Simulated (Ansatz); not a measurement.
Mulliken charges of `C=C(F)C=N` from ωB97M-V/def2-TZVPP in Ansatz (PBE0-D4/def2-TZVP geometry).

| atom | x (Å) | y (Å) | z (Å) | charge (e) |
| --- | --- | --- | --- | --- |
| C1 | 0.541 | 0.874 | -0.869 | -0.218 |
| C2 | 0.601 | -0.246 | -0.166 | 0.218 |
| F3 | 1.686 | -1.031 | -0.245 | -0.195 |
| C4 | -0.407 | -0.804 | 0.754 | -0.030 |
| N5 | -1.539 | -0.328 | 1.052 | -0.220 |
| H6 | -0.330 | 1.511 | -0.809 | 0.090 |
| H7 | 1.357 | 1.171 | -1.512 | 0.118 |
| H8 | -0.103 | -1.746 | 1.217 | 0.118 |
| H9 | -1.717 | 0.551 | 0.562 | 0.118 |

**Question.** By hand: the dipole of these point charges (1 e Å = 4.8032 D).

**Answer.** Σ q r = (-0.049, 0.186, -0.094) e Å, of length 0.214 e Å = 1.03 D.

**Question.** How does the dipole of the full density compare? (An estimate is asked.)

**Answer.** Computed: (0.106, 0.289, -0.248) e Å, 1.90 D; the point charges give 0.54 times that, at 32° from its direction.

Point charges leave out the atoms' own dipoles, such as those of lone pairs, and Mulliken's split depends on the basis, so the two needn't agree.
